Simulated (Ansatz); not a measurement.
The cluster Li3⁺ (the lowest singlet isomer of a short search). The state is a singlet with charge 1. Geometry r2SCAN/def2-TZVP, basis def2-TZVP, Ansatz.

Cartesian coordinates in Å:
```
Li 1.068 -0.568 -1.280
Li -1.290 1.140 -0.371
Li 0.222 -0.572 1.651
```

```tsv
run	HOMO (eV)	LUMO (eV)
A	-10.50	-3.78
B	-8.62	-5.27
C	-9.97	-4.28
D	-7.94	-5.37
E	-8.19	-5.21
```

LC-ωPBE has ω = 0.4 bohr⁻¹. The structure comes from a short search, and lower isomers may exist.

Task: The runs used LC-ωPBE, PBE0, r2SCAN, r2SCANh, ωB97M-V. Estimate which is which.

Result: A LC-ωPBE (range-separated); B PBE0 (25 % exact exchange); C ωB97M-V (range-separated); D r2SCAN (0 % exact exchange); E r2SCANh (10 % exact exchange). Exact exchange lowers occupied and raises empty levels; among semilocal functionals meta-GGAs tend to open the gap a little, and such runs are hard to tell apart. The gap grows from 2.57 eV (r2SCAN) to 6.71 eV (LC-ωPBE).
